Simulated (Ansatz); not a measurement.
# AlH2SF (SMILES [F][AlH][SH]): where methods fail along a bond

AlH2SF has 5 atoms, charge 0, and is taken as a singlet. SMILES: `[F][AlH][SH]`. The coordinates come from a PBE0-D4/def2-TZVP relaxation. This is one conformer, not always the lowest.

```xyz
5

F    -1.2035   -1.5358    0.8775
Al   -0.5139   -0.3091    0.0248
S     1.5361    0.1826    0.5335
H    -1.3411    0.4304   -1.0852
H     1.5723    1.1582   -0.3921
```

The S3–H5 distance is scanned; the parts on either side stay rigid. Basis STO-3G, 11 core orbitals frozen in the correlated methods; program Ansatz 0.2.0. FCI is exact within this basis and core. Energies in eV from each method's value at 1.345 Å; methods without a U are spin-restricted. The shape above is that at 1.345 Å.

```tsv
distance (Å)	PBE	BLYP	HSE06	CCSDT	FCI
1.345	0.00	0.00	0.00	0.00	0.00
1.682	0.92	0.85	1.10	0.95	0.95
2.018	2.60	2.46	2.99	2.48	2.47
2.691	5.20	4.99	5.94	4.00	3.99
3.363	6.37	6.15	7.31	4.23	4.23
```

Departure from the FCI curve at its largest: PBE +2.14 eV at 3.36 Å; BLYP +1.92 eV at 3.36 Å; HSE06 +3.08 eV at 3.36 Å; CCSDT +0.01 eV at 2.69 Å. Restricted functionals keep the electrons paired too, and rise too high.
